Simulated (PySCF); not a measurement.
## Electron affinity of C by level of theory

C- [He] 2s2 2p3 (4S) → C [He] 2s2 2p2 (3P), as a difference of total energies. Calculation: PySCF 2.14, in dyall-acv3z; no relativity, point nucleus. Correlated levels: valence: 1s2 frozen; valence and next inner shell: nothing frozen; virtual orbitals above 40 to 60 times the deepest correlated orbital energy dropped. The calculations carry no spin-orbit coupling.

```tsv
method	electron affinity (eV)
UHF	0.452
LDA	1.822
PBE	1.608
PBE0	1.424
r2SCAN	1.502
wB97X-V	1.197
PW91	1.642
BLYP	1.379
LC-wPBE	1.438
MP2 (valence)	1.265
SCS-MP2 (valence)	0.973
MP2 (valence and next inner shell)	1.267
SCS-MP2 (valence and next inner shell)	0.972
```

**Question.** How much does correlation contribute at MP2 (valence and next inner shell)?

**Answer.** 1.267 − (0.452) = 0.815 eV, measured against UHF.

Errors of the correlated levels include the incompleteness of this basis and the frozen core.

In the anion the highest occupied orbital energy is positive at LDA, PBE, PBE0, r2SCAN, PW91, BLYP, a self-interaction effect; the basis confines that electron, and the energy difference can still be sensible.

For comparison: 1.262 eV (measured; photodetachment measurements, as compiled on the Wikipedia data page of electron affinities).
